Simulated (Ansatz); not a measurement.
Relaxation of BFH5P (8 atoms, charge 0, multiplicity 1), to a largest force component of 0.03 eV/Å in at most 50 steps.

The calculation used RHF/def2-SVP (Ansatz 0.2.0).

```xyz
8
Properties=species:S:1:pos:R:3
B 0.111 -0.521 -0.281
F -0.166 0.398 2.055
H 1.108 0.117 -0.431
H -0.949 -0.093 -0.626
P 0.214 -2.263 0.510
H -0.708 -3.018 -0.235
H 1.415 -2.783 -0.003
H -0.118 -0.452 2.378
```

Problem. Where does it end, and by what steps?

Solution. The run converged. The force dipped under the threshold on the way, but the program's further checks kept it going. After 13 steps the energy has fallen by 0.037 eV; F2 moved furthest, 0.47 Å.

| step | energy less start (eV) | largest force component (eV/Å) | accepted |
| --- | --- | --- | --- |
| 0 | 0.0000 | 0.271 | yes |
| 1 | -0.0184 | 0.383 | yes |
| 2 | -0.0147 | 1.143 | no |
| 3 | -0.0234 | 0.151 | yes |
| 4 | -0.0263 | 0.657 | yes |
| 5 | -0.0302 | 0.100 | yes |
| 6 | -0.0345 | 0.078 | yes |
| 7 | -0.0338 | 0.473 | no |
| 8 | -0.0358 | 0.028 | yes |
| 9 | -0.0355 | 0.409 | no |
| 10 | -0.0363 | 0.175 | yes |
| 11 | -0.0366 | 0.037 | yes |
| 12 | -0.0351 | 0.063 | no |
| 13 | -0.0368 | 0.012 | yes |

```xyz
8
Properties=species:S:1:pos:R:3
B 0.140 -0.544 -0.494
F -0.232 0.421 2.515
H 1.138 0.091 -0.660
H -0.922 -0.120 -0.841
P 0.223 -2.187 0.473
H -0.727 -3.009 -0.159
H 1.413 -2.789 0.031
H -0.128 -0.478 2.503
```

Whether the end is a true minimum wasn't checked by a vibrational analysis.

Time of the run: 22 s on 1 thread of Arm Neoverse N1, with other jobs on the host, peak memory 0.12 GiB.
